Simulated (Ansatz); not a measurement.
Born–Oppenheimer molecular dynamics of BFH$_{4}$ (6 atoms, charge 0, multiplicity 1). It starts at the highest image of a converged band, a first-order saddle point between two minima.

Computed with RKS B3LYP/def2-SVP in Ansatz.

* ensemble: NVE (velocity Verlet)
* time step: 0.5 fs
* steps asked: 200
* starting velocities drawn for: 300 K
* seed: 5134

First frame:

```xyz
6
Properties=species:S:1:pos:R:3
B 0.011 -0.223 0.020
F 0.015 0.048 1.635
H 1.056 0.123 -0.456
H -1.059 0.066 -0.440
H 0.048 -1.518 0.276
H 0.042 -1.022 1.229
```

Question: How far do the bonds stretch over the last three quarters of this one trajectory? (Pairs bonded in most of those frames.)

Answer: 
```tsv
bond	mean (Å)	spread (Å)	shortest	longest
B1–F2	1.338	0.079	1.19	1.49
B1–H3	1.217	0.037	1.16	1.28
B1–H4	1.220	0.025	1.17	1.28
H5–H6	0.768	0.023	0.74	0.80
```

Mean temperature of the second half: 2918 K. The conserved energy stayed within 0.31 meV per atom of its start (net change -0.022 meV per atom), so the integration is sound. The kinetic energy rose, since the run started high on the potential surface and went downhill. It ends in pieces (BFH2 + H2), so much of that is their flight and rotation, not heat. A run of 0.1 ps of so small a system gives no equilibrium averages. The orbitals stay closed-shell, which can raise the energy where a bond breaks towards radicals; this wasn't checked here.

Run time: 100 s on 1 thread of Intel(R) Xeon(R) 6975P-C (Granite Rapids), on a shared host, peak memory 0.093 GiB.
